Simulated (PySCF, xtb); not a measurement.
Acid–base and redox partners of C. All species are isolated molecules in the gas phase. Strings in code marks are SMILES.

Quantity: bond dissociation enthalpy (X–H) at 298 K, in kcal/mol. HF references are unrestricted for open shells and restricted for singlets. Enthalpy corrections at 298 K come from GFN2-xTB frequencies (xtb).

Level 1: PBE-D3(BJ)/def2-TZVP // PBE0-D3(BJ)/def2-TZVP (PySCF)
Level 2: PBE/6-31G* // PBE0-D3(BJ)/def2-TZVP (PySCF)
Level 3: HF/3-21G // PBE0-D3(BJ)/def2-TZVP (PySCF)
Level 4: HF/STO-3G // PBE0-D3(BJ)/def2-TZVP (PySCF)

```
species                          level 1  level 2  level 3  level 4
-------------------------------  -------  -------  -------  -------
H atom removed from C1: `[CH3]`    102.0    104.0     78.5    107.0
```
